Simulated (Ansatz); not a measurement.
## Rock-salt HfN

The numbers are results of HSE06 (Ansatz, an electronic-structure program, plane waves, PAW), not measurements.

Settings: plane-wave cutoff 460 eV, 10×10×10 k mesh, Fermi–Dirac smearing 0.05 eV, scalar-relativistic PAW data made under PBE.

Cell (relaxed at this level):

```xyz
2
Lattice="0.0000 2.2605 2.2605 2.2605 0.0000 2.2605 2.2605 2.2605 0.0000" Properties=species:S:1:pos:R:3 pbc="T T T"
Hf     0.0000     0.0000     0.0000
N      2.2605     2.2605     2.2605
```

| Item | Result |
|---|---|
| bulk modulus | 285 GPa |
| pressure derivative B′ of the bulk modulus | 4.2 |

Measured, for comparison: bulk modulus 260 GPa (room temperature, not corrected to a static lattice, our sources range from 260 to 306; as tabulated in Synthesis of Binary Transition Metal Nitrides, Carbides and Borides from the …). Computed (rounded) less measured: bulk modulus not scored (sources differ).

Spin–orbit coupling is not included.
